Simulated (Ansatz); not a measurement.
A nudged elastic band was laid between two geometries of AlH$_{3}$O (5 atoms, charge 0, multiplicity 1).

Level of theory: Ansatz 0.2.0, RKS PBE0/def2-SVP.

```yaml
movable_images: 5
climbing_image: yes
spring: 5.0 eV/Å²
optimiser: quadratic models (default)
start_path: through a guess of the saddle point
force_threshold: 0.05 eV/Å
iteration_limit: 60
end_points: relaxed
```

First end point:

```xyz
5
Properties=species:S:1:pos:R:3
Al 0.473 -0.005 0.053
O 0.727 -0.157 1.731
H 0.040 -0.238 2.394
H 1.785 0.129 -0.817
H -1.000 -0.011 -0.544
```

Last end point:

```xyz
5
Properties=species:S:1:pos:R:3
Al -0.023 0.065 -0.944
O 0.970 -0.067 0.914
H 0.532 -0.162 1.770
H 1.925 -0.039 1.047
H -1.378 -0.079 0.030
```

Q: Which bonds break or form, and what moves?

A: Bonds broken: Al1–H4. Bonds formed: O2–H4.

Q: What energy profile does the band end with?

A: It converged. The highest image is number 4 of 0 to 6, 72.0 kcal/mol above the first end and 27.0 kcal/mol above the last; the last end lies 45.0 kcal/mol above the first. Beside the main top the profile has a ripple of under 15 meV (maxima at images 1, 4), which may be a very shallow well or noise. Neighbouring images differ by up to 1.7 eV, so the band resolves the path poorly. A vibrational analysis at the climbing image gives one clearly imaginary mode, 1484i cm⁻¹: a first-order saddle point. The orbitals stay closed-shell, which can raise the energy where a bond breaks towards radicals; this wasn't checked here.

```csv
image,path coordinate (Å),energy (kcal/mol),Al1–H4 (Å),O2–H4 (Å)
0,0.00,0.0,1.58,2.77
1,0.68,2.4,1.59,2.87
2,1.35,2.2,1.58,2.71
3,2.03,32.0,1.58,2.04
4,2.71,72.0,1.72,1.32
5,3.38,48.5,2.35,0.97
6,4.05,45.0,2.79,0.96
```

Q: What is the geometry of the highest image?

A: 
```xyz
5
Properties=species:S:1:pos:R:3
Al 0.199 0.094 -0.441
O 0.833 0.116 1.305
H 0.704 -0.344 2.153
H 1.706 -0.151 0.357
H -1.415 0.003 -0.556
```

Time of the run: 64 s on 1 thread of Arm Neoverse V1, with other jobs on the host, peak memory 0.089 GiB.
